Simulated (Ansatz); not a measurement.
Reaction (SMILES): F (HF) → [F-] + H+
B3LYP-D3(BJ)/def2-TZVP geometries, fixed; electronic energies without zero-point terms.

Energies in hartree at MP2 with Ansatz (a first-principles code); the deprotonation energy is their sum with the coefficients shown, times 627.509 kcal/mol a hartree; the bare proton counts zero. All functions are spherical. Cores are frozen. No added dispersion term, no relativity.

```
species  coefficient          part  aug-cc-pVDZ  aug-cc-pVTZ  aug-cc-pVQZ
-------  -----------  ------------  -----------  -----------  -----------
F (HF)            -1  Hartree-Fock   -100.03310   -100.06068   -100.06814
F (HF)            -1   correlation     -0.22271     -0.28020     -0.30159
[F-]              +1  Hartree-Fock    -99.42828    -99.45081    -99.45746
[F-]              +1   correlation     -0.23766     -0.29507     -0.31694
```

Q: Predict the deprotonation energy in aug-cc-pV5Z (X = 5): let each Hartree-Fock step shrink by the ratio of the last two, and fit each correlation energy at X = 3 and 4 to E + A/X^3. Compare with the run.

A: 
- F (HF): steps -0.02758 and -0.00746, ratio 0.270, so Hartree-Fock -100.07015 (run: -100.07015); A = (-0.28020 - (-0.30159))/(1/27 - 1/64) = 0.9990, correlation -0.30159 - A/64 + A/125 = -0.30921 (run: -0.31037).
- [F-]: steps -0.02253 and -0.00665, ratio 0.295, so Hartree-Fock -99.45942 (run: -99.45926); A = (-0.29507 - (-0.31694))/(1/27 - 1/64) = 1.0214, correlation -0.31694 - A/64 + A/125 = -0.32473 (run: -0.32630).
Predicted 373.50 kcal/mol; the run in aug-cc-pV5Z gives 373.34, a miss of 0.16. Keeping the value in aug-cc-pVQZ, 373.58, would miss by 0.23. All sums are of the energies as printed.
